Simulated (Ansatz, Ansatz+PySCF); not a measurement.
```xyz
3

Cl    0.0000    0.0000   -2.3684
Mg    0.0000    0.0000    0.0000
Cl    0.0000    0.0000    2.3684
```

RHF on singlet MgCl₂ was run in several spherical basis sets with Ansatz (development build ahead of 0.2.0).

Problem. Rank the basis sets by the total energy that they give, lowest first, with the distance from the lowest.
A. 6-31G(d)
B. cc-pVTZ
C. def2-TZVP
D. cc-pVDZ
E. def2-SVP

Solution. B (0.00 eV), C (0.69 eV), D (1.02 eV), A (2.70 eV), E (11.03 eV).

Totals follow the description of the cores as much as that of the bonds, so this order isn't one of quality for chemistry.
